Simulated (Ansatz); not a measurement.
Relaxation of H4S2Si (7 atoms, charge 0, multiplicity 1), to a largest force component of 0.015 eV/Å in at most 40 steps.

All numbers below come from Ansatz 0.2.0, RKS PBE0-D4/def2-SVP.

```xyz
7
Properties=species:S:1:pos:R:3
Si -0.807 0.486 -0.172
S 0.385 -0.133 1.438
S 1.392 -1.618 0.465
H -1.665 -0.567 -0.629
H 0.013 0.958 -1.329
H -1.681 1.694 0.270
H 2.424 -0.888 -0.088
```

Question: Where does it end, and by what steps?

Answer: It converged. After 5 steps the energy has fallen by 0.140 eV; S2 moved furthest, 0.07 Å.

```json
{"step": "0", "energy less start (eV)": "0.0000", "largest force component (eV/Å)": "1.947", "accepted": "yes"}
{"step": "1", "energy less start (eV)": "-0.1297", "largest force component (eV/Å)": "0.493", "accepted": "yes"}
{"step": "2", "energy less start (eV)": "-0.1375", "largest force component (eV/Å)": "0.094", "accepted": "yes"}
{"step": "3", "energy less start (eV)": "-0.1400", "largest force component (eV/Å)": "0.057", "accepted": "yes"}
{"step": "4", "energy less start (eV)": "-0.1403", "largest force component (eV/Å)": "0.029", "accepted": "yes"}
{"step": "5", "energy less start (eV)": "-0.1403", "largest force component (eV/Å)": "0.010", "accepted": "yes"}
```

```xyz
7
Properties=species:S:1:pos:R:3
Si -0.834 0.531 -0.210
S 0.425 -0.072 1.436
S 1.399 -1.648 0.455
H -1.694 -0.604 -0.651
H -0.002 1.006 -1.353
H -1.673 1.651 0.313
H 2.440 -0.932 -0.035
```

Whether the end is a true minimum wasn't checked by a vibrational analysis.

The run took 16 s on 1 thread of Arm Neoverse V1, with other jobs on the host, peak memory 0.14 GiB.
